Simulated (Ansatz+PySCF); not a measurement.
## doublet CHCl2: levels of theory in one basis

```
atom    x (Å)    y (Å)    z (Å)
   C   0.0000   0.6887  -0.0974
  Cl  -1.4844  -0.1717   0.0093
  Cl   1.4844  -0.1717   0.0093
   H   0.0000   1.7045   0.2679
```

Basis set: cc-pVTZ on H, C; cc-pV(T+d)Z on Cl (spherical functions). Frozen core: 11 orbitals. Correlation on ROHF uses semicanonical orbitals with singles. Charge 0, multiplicity 2.

Computed with Ansatz (development build ahead of 0.2.0) and PySCF 2.14.0; each method stands on the lowest determinant of its kind that the runs found.

```tsv
method	E − E(ROHF) (eV)	<S²> of the determinant
ROHF	0.00	0.75
UHF	-0.15	0.77
ROHF-MP2	-14.28	–
UHF-MP2	-14.25	0.77
ROHF-CCSD(T)	-16.06	–
UHF-CCSD(T)	-16.05	0.77
```

(1) What does UHF-CCSD give on the same scale?

Answers

(1) -15.37 eV.
